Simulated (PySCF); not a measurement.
# C2HCl3N: the cost of one run

Computed with PySCF 2.14.0. Level: levels as typed in each script, gas phase, geometry from GFN2-xTB.

## Step 1: The system as given

SMILES `[N]=CC(Cl)(Cl)Cl`, 7 atoms, charge 0, spin multiplicity 2.

Bond lengths: N1–C2 1.212 Å, C2–C3 1.539 Å, C2–H7 1.098 Å, C3–Cl4 1.777 Å, C3–Cl5 1.763 Å, C3–Cl6 1.777 Å. Angles: N1–C2–C3 127.2°, N1–C2–H7 123.4°, C3–C2–H7 109.4°, C2–C3–Cl4 107.9°, C2–C3–Cl5 112.3°, C2–C3–Cl6 107.9°, Cl4–C3–Cl5 109.5°, Cl4–C3–Cl6 109.7°, Cl5–C3–Cl6 109.5°.

Coordinates:

```xyz
7

N     2.1138   -0.0005   -1.3057
C     0.9018   -0.0005   -1.2981
C    -0.0208   -0.0001   -0.0665
Cl   -1.0394    1.4538   -0.1486
Cl    0.8824   -0.0010    1.4473
Cl   -1.0414   -1.4524   -0.1494
H     0.2924   -0.0005   -2.2112
```

## Step 2: Removing and adding an electron (HF/def2-svpd)

File input.py:

```python
import numpy as np
from pyscf import gto, scf, dft
from pyscf.scf import atom_ks, atom_hf
from scipy.linalg import block_diag

def solve(mol, dm0=None, hcore=None):
    mf = scf.UHF(mol) if mol.spin else scf.RHF(mol)
    mf = mf.density_fit(auxbasis='def2-universal-jkfit')
    mf.conv_tol, mf.max_cycle = 1e-8, 80
    if hcore is not None:
        mf.get_hcore = lambda *args: hcore
    mf.kernel(dm0)
    if not mf.converged:
        mf = mf.newton().run(mf.mo_coeff, mf.mo_occ, max_cycle=30)
    assert mf.converged, 'SCF not converged'
    return mf

mol = gto.M(atom='''
N      2.11378    -0.00052    -1.30573
C      0.90178    -0.00046    -1.29813
C     -0.02082    -0.00010    -0.06646
Cl    -1.03944     1.45377    -0.14864
Cl     0.88239    -0.00097     1.44735
Cl    -1.04145    -1.45236    -0.14937
H      0.29238    -0.00048    -2.21124
''', basis='def2-svpd', charge=0, spin=1, verbose=4)
mf = solve(mol)
out = dict(e0=mf.e_tot, dm0=mf.make_rdm1(), c=mf.mo_coeff, occ=mf.mo_occ, eps=mf.mo_energy)
for name, dq, spin in [('cation', 1, 0), ('anion', -1, 0)]:
    ion = mol.copy().set(charge=mol.charge + dq, spin=spin).build()
    mi = solve(ion)
    if spin and dq > 0 and mol.nao < 130:
        c, _, stable, _ = mi.stability(return_status=True)
        if not stable:
            mi = solve(ion, mi.make_rdm1(c, mi.mo_occ))
    print(name, 'vertical energy change / eV', (mi.e_tot - mf.e_tot) * 27.211386)
    out.update({'e_' + name: mi.e_tot, 'dm_' + name: mi.make_rdm1(), 's2_' + name: mi.spin_square()[0], 'eps_' + name: mi.mo_energy, 'occ_' + name: mi.mo_occ})
# spherically averaged free atoms, for the promolecule
atm = scf.atom_hf.get_atm_nrhf(mol)
pro = block_diag(*[(atm[a[0]][2] * atm[a[0]][3]) @ atm[a[0]][2].T for a in mol._atom])
np.savez('result.npz', pro=pro, **out)
```

The run is started by

```bash
OMP_NUM_THREADS=1 python input.py
```

**Question.** How long does this run take on 1 thread of Arm Neoverse V2, shared host, and how much memory does it need?

About 19 s, with a peak of 0.32 GiB.
